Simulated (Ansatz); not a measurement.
**AlBH (doublet): PBE0, B3LYP, wB97X-V over a scan of the scale of all distances, 6-31G**

How well do these functionals follow the top wave-function level for AlBH (doublet) over a scan of the scale of all distances?

Computed with Ansatz 0.2.0, Gaussian basis. Level: 6-31G, all electrons in the functionals.

The runs, in order: PBE0, B3LYP, wB97X-V, at 0.885; 1.000; 1.104; 1.286; 1.506; 1.734; 1.988; 2.403.

10 further runs of the same task are left out: 6 that didn't finish, 4 set aside as unsound or not needed.

## Step 1: What is computed

The geometry derives from a PBE0/def2-TZVP stationary point (not a proven minimum). All distances are scaled together.

3 atoms, charge 0, spin multiplicity 2.

Atoms are counted from 1 here; the program's logs count them from 0.

Bond lengths: B1–Al2 2.120 Å, B1–H3 1.196 Å. Angles: Al2–B1–H3 167.9°.

No dispersion term is added; wB97X-V holds VV10 nonlocal correlation. B3LYP takes the VWN-RPA correlation.

The geometry shown and the zero of energy belong to the point 1.000. The yardstick, FCI, and other wave-function levels (R restricted, U unrestricted, valence and pair active spaces) come from earlier runs.

## Step 2: PBE0, 0.885

Input file in.yaml:

```yaml
crystal:
  periodic: [false, false, false]
  atoms:
    - {symbol: B, position_ang: [0.000000, -0.081404, 0.278188]}
    - {symbol: Al, position_ang: [0.000000, -0.029516, -1.597459]}
    - {symbol: H, position_ang: [0.000000, 0.110920, 1.319271]}
basis:
  gaussian: {orbitals: 6-31G}
magnetization: {spin_polarized: true, initial_magnetization: 1}
hamiltonian: {xc: {name: PBE0}}
output: {forces: true, orbitals: {seedname: orbitals}}
```

Started as:

```bash
$ ansatz run in.yaml --threads 1 --pin off --events-out ev --progress --plain --max-ram 2393MiB
```

Further steps of the session: PBE0, 1.000; PBE0, 1.104; PBE0, 1.286; PBE0, 1.506; PBE0, 1.734; PBE0, 1.988; PBE0, 2.403; B3LYP, 0.885; B3LYP, 1.000; B3LYP, 1.104; B3LYP, 1.286; B3LYP, 1.506; B3LYP, 1.734; B3LYP, 1.988; B3LYP, 2.403; wB97X-V, 0.885; wB97X-V, 1.000; wB97X-V, 1.104; wB97X-V, 1.286; wB97X-V, 1.506; wB97X-V, 1.734; wB97X-V, 1.988; wB97X-V, 2.403.

**Question.** What will the summary of the whole plan be? Wanted: span of the FCI curve; largest miss, PBE0; largest miss, B3LYP; largest miss, wB97X-V.

As calculated:

```
             quantity              value
span of the FCI curve           4.413 eV
   largest miss, PBE0  +1.173 eV (2.403)
  largest miss, B3LYP  +0.984 eV (2.403)
largest miss, wB97X-V  +1.142 eV (1.988)
```

**Reading.** Of the functionals, B3LYP keep the smallest largest miss at the points compared (at most 0.984 eV) and PBE0 strays most (1.173 eV, at 2.403). PBE0, B3LYP, wB97X-V clearly break the spin symmetry at some points (⟨S²⟩ up to 0.85 above the pure value), so energy there is bought with a mixed spin. Functionals and the yardstick converge differently with the basis, so part of each miss in 6-31G is the basis.
